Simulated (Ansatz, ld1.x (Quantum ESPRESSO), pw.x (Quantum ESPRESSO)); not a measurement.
# From atom to crystal: TM potential for Ti

Ti, norm-conserving Troullier–Martins (Kleinman–Bylander form), made with ld1.x (Quantum ESPRESSO) 7.5 (LDA (PW92), scalar-relativistic). Core [Ar], reference 3d2 4s2 4p0. Waves: 4p (bound, empty): rc 2.90 bohr; 3d (bound): rc 1.50 bohr; 4s (bound): rc 2.60 bohr. Local part: the s channel. Core correction: Bessel-smoothed model core inside 0.75 bohr.

Atomic tests: cutoffs needed: 80 Ry and 90 Ry (the cutoffs (Ry, on a coarse ladder) from which the occupation-weighted sum of valence levels, in a spherical-Bessel basis at the reference potential, stays within 10 and 1 mRy of its value at 400 Ry); ghost test: no extra level below or beside the all-electron valence levels (p, d, s, f tested) (spherical-Bessel basis up to 400 Ry, 20 bohr box); configuration tests: 6 of 9 tests not solved or not reliable.

Crystal test: sc Ti in pw.x 7.5, no spin, 13³ k-points, Fermi–Dirac smearing 0.01 Ry, cutoffs 110/440 Ry. The reference is all-electron LAPW (Ansatz 0.2.0) with the same functional, mesh and smearing; V0 and B0 come from Birch–Murnaghan fits to the pressures at five volumes. Errors are pseudo minus all-electron; Δ is the rms difference of the E(V) curves that follow from these fits, minima aligned, over ±6 % about the mean V0. Mesh and smearing are coarse, so the numbers serve the comparison and aren't converged zero-temperature values; the lattice is a test structure that the element need not adopt.

| V (Å³/atom) | P all-electron (GPa) | P pseudo (GPa) |
| --- | --- | --- |
| 15.983 | 4.62 | 16.90 |
| 16.403 | 1.98 | 13.30 |
| 16.824 | -0.39 | 10.06 |
| 17.245 | -2.51 | 7.15 |
| 17.665 | -4.41 | 4.53 |

All-electron: a0 = 2.559 Å (V0 = 16.75 Å³/atom), B0 = 90.9 GPa.

Pseudopotential: mean pressure error (GPa): +10.53. The pressure does not cross zero within the volumes sampled, so no fit is given. The largest radius (2.90 bohr) exceeds half the bond length (2.42 bohr), so the spheres overlap, which is one possible source of error among others. This is a poor potential for the solid. Atomic configuration tests: 6 of 9 tests not solved or not reliable.

Q: At the middle volume, how do free energy and pressure move when the wave cutoff is lowered (ecutrho kept at four times it)?

A:

| cutoff (Ry) | shift of F (meV/atom) | shift of P (GPa) |
| --- | --- | --- |
| 50 | +3548.4 | -101.77 |
| 66 | +608.9 | -31.17 |
| 88 | +18.9 | -2.08 |

The run at the middle volume (84 k-points, 6 iterations) took about 15 s on one core of a shared host (Neoverse-V1, 32 threads, 247 GiB, load 23).
